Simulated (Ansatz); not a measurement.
**BPH₃ (doublet): the correlation ladder at a displaced geometry (v1), cc-pVDZ**

One table from this session's results is given with a row withheld; the runs are named, their logs left out.

The runs use Ansatz 0.2.0, Gaussian basis; cc-pVDZ, core rule «outside noble gas», up to 6 orbitals frozen.

The runs, in order: UHF; CCSD(T) on ROHF; CCSD(T) on UHF; BCCD(T) on ROHF; CISD; CCSDT(Q) on ROHF; CCSDT(Q) on UHF.

17 further runs of the same task are left out: 10 that didn't finish, 7 set aside as unsound or not needed.

## The geometry

The geometry is a PBE0/def2-TZVP stationary point (not a proven minimum) with its atoms shifted at random (size 0.040 Å).

5 atoms, charge 0, spin multiplicity 2.

Atoms are counted from 1 here; the program's logs count them from 0.

Bond lengths: B1–P2 1.830 Å, B1–H3 1.116 Å, P2–H4 1.394 Å, P2–H5 1.399 Å. Angles: P2–B1–H3 136.1°, B1–P2–H4 110.4°, B1–P2–H5 108.7°, H4–P2–H5 103.3°.

The first run:

The input, in.yaml:

```yaml
crystal:
  periodic: [false, false, false]
  atoms:
    - {symbol: B, position_ang: [0.102960, 0.170677, 1.335984]}
    - {symbol: P, position_ang: [-0.077831, -0.038912, -0.473097]}
    - {symbol: H, position_ang: [0.084097, -0.498190, 2.229335]}
    - {symbol: H, position_ang: [0.632917, -1.157789, -0.905215]}
    - {symbol: H, position_ang: [0.570398, 1.021087, -1.115518]}
basis:
  gaussian: {orbitals: cc-pVDZ}
magnetization: {spin_polarized: true, initial_magnetization: 1}
hamiltonian: {xc: hf}
output: {orbitals: {seedname: orbitals}}
```

On the command line:

```bash
$ ansatz run in.yaml --threads 1 --pin off --events-out ev --progress --plain --max-ram 2393MiB
```

Among the steps run: UHF; CCSD(T) on ROHF; CCSD(T) on UHF; BCCD(T) on ROHF; CISD; CCSDT(Q) on ROHF; CCSDT(Q) on UHF.

One table of the session follows, with a row left open; its other results are not shown here.

It belongs to the step «Misses and costs». 

| method | from UCCSDT(Q) (meV) |
| --- | --- |
| ROHF | +6370.6 |
| UHF | +6310.3 |
| RMP2 | +1247.0 |
| UMP2 | ? |
| CISD | +709.3 |
| RCCSD | +231.9 |
| UCCSD | +230.8 |
| RCCSD(T) | +44.1 |
| UCCSD(T) | +44.0 |
| BCCD(T) | +43.3 |
| RCCSDT | +11.3 |
| UCCSDT | +11.0 |
| RCCSDT(Q) | +1.2 |
| UCCSDT(Q) | 0 |

Estimate the missing values for UMP2.

**Answer.** from UCCSDT(Q) (meV): +1240.2. In the column «from UCCSDT(Q) (meV)» it lies between CISD (+709.3) and RMP2 (+1247.0).

Limits of these values: Restricted and unrestricted rows rest on different reference determinants; where their highest levels disagree by more than a few hundredths of an eV, they describe different states and don't form one ladder.
